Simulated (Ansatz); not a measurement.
```yaml
crystal:
  periodic: [false, false, false]
  atoms:
    - {symbol: C, position_ang: [0.000000, 0.000000, -1.272247]}
    - {symbol: C, position_ang: [0.000000, 0.000000, 0.000000]}
    - {symbol: C, position_ang: [0.000000, 0.000000, 1.272247]}
basis:
  gaussian: {orbitals: def2-TZVP}
magnetization: {spin_polarized: true, initial_magnetization: 2}
hamiltonian: {xc: pbe0}
relax: {f_tol: 0.004, max_steps: 80}
```

```sh
$ ansatz run in.yaml --threads 1 --pin off --events-out ev --progress --plain --max-ram 2176MiB
```

Steps of the relaxation (energy above the last step; positions in Å, forces in eV/Å):

```
3
step 1, 69.9 meV
C     0.000    0.000   -1.272    0.000    0.000    0.203
C     0.000    0.000    0.000    0.000    0.000   -2.989
C     0.000    0.000    1.272    0.000    0.000    2.786
```

```
3
step 2, 11.2 meV
C     0.000    0.000   -1.281    0.000    0.000    0.426
C     0.000    0.000   -0.011    0.000    0.000   -1.340
C     0.000    0.000    1.293    0.000    0.000    0.914
```

```
3
step 3, 0.1 meV
C     0.000    0.000   -1.280    0.000    0.000   -0.018
C     0.000    0.000   -0.021    0.000    0.000   -0.082
C     0.000    0.000    1.301    0.000    0.000    0.100
```

```
3
step 5, 0.0 meV
C     0.000    0.000   -1.281    0.000    0.000    0.000
C     0.000    0.000   -0.022    0.000    0.000    0.000
C     0.000    0.000    1.303    0.000    0.000    0.000
```

Close pairs at the end: C1–C2 1.259 Å, C2–C3 1.324 Å.

A stationary point of unrestricted PBE0 after 5 steps, with ⟨S²⟩ = 2.082 against 2.00 for a pure state; no frequencies were run, so it isn't proven a minimum. 26 s on 1 thread of Arm Neoverse V2, shared host.
